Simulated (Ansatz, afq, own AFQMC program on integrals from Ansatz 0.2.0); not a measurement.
**InH2⁺, singlet in def2-TZVP, levels against full CI**

```xyz
3

In    0.0000    0.0000    0.0000
H     0.0000    0.0000   -1.8519
H     0.0000    0.0000    1.8519
```

Basis def2-TZVP with its core potentials. Noble-gas cores (and the filled d shells of Ga–Kr and In–Xe) are frozen. Ansatz 0.2.0 and our own AFQMC program on the same integrals; the CISD trial comes from CCSD amplitudes, and released means the phaseless constraint is let go. Free projection: walkers drawn from exp(T), propagated without any constraint. Its projection time is finite, and what remains of the start isn't in its error. Error bars are statistical, one sigma. No spin–orbit coupling.

Determinant: RHF, the one that the program's search chose, which needn't be the lowest solution. The geometry is a point of a scan.

Full CI on the same integrals is exact in this basis and with this determinant's frozen core.

Cautions: no spin-orbit coupling; inner d shell frozen.

The T1 diagnostic is 0.0159. The weight of the determinant in the CISD state is 0.935. The size of the correlated space is 4 electrons in 53 orbitals.

Reference: full CI, correlation energy -1.990 eV. The released energy is read at 2.40 1/Eh (meV from the phaseless value at times in 1/Eh: -0.9 ± 0.8 at 0.24, -1.1 ± 0.8 at 0.51, -1.4 ± 0.6 at 0.99, -2.4 ± 0.5 at 1.62, -2.5 ± 0.4 at 2.40).

```tsv
level	E − E(reference) (kJ/mol)	share of correlation (%)
HF	192.0	0.00
MP2	51.9	72.94
CCSD	3.7	98.09
CCSD(T)	1.0	99.47
CCSDT	0.1	99.95
CCSDT(Q)	0.0	99.99
ph-AFQMC/HF	-0.3 ± 1.6	100.17
ph-AFQMC/CISD	0.3 ± 0.09	99.83
released AFQMC	0.1 ± 0.04	99.96
free AFQMC	0.0 ± 0.04	99.99
```

CCSDT and higher add their correlation energy to the determinant of the CCSD(T) run, since their own runs factorise the integrals more tightly (a shift of under 2 meV). Free projections are given only where their last times agree within the noise and don't stop above the reference; a slow remainder of the start can still hide under it. A walk keeps the symmetry of its determinant, which the program's search chose and which needn't be the lowest solution, so a lower state of the same spin and another symmetry isn't excluded. Released energies are given only where the last usable release times agree within the noise; a slower fall can still hide under it.
